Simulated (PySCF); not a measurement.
methanidylidynesulfanium (CS), SMILES [C-]#[S+]. Coordinates come from a B3LYP-D3(BJ)/def2-TZVPD optimisation.

TDDFT-M06-2X/def2-TZVPD (PySCF 2.14.0) puts the lowest singlet excitations at 4.38, 4.38, 4.80, 5.71, 5.71, 8.16 eV.

Problem. What are the lowest excitation roots from PySCF with ADC(2)/aug-cc-pVDZ? (The exact figures need the calculation; the answer reports its results.)

Solution. 5.27, 5.27, 5.91, 6.14, 6.14, 8.28 eV. S1 differs by 0.88 eV (second minus first; roots are paired by order, and the bases may differ).
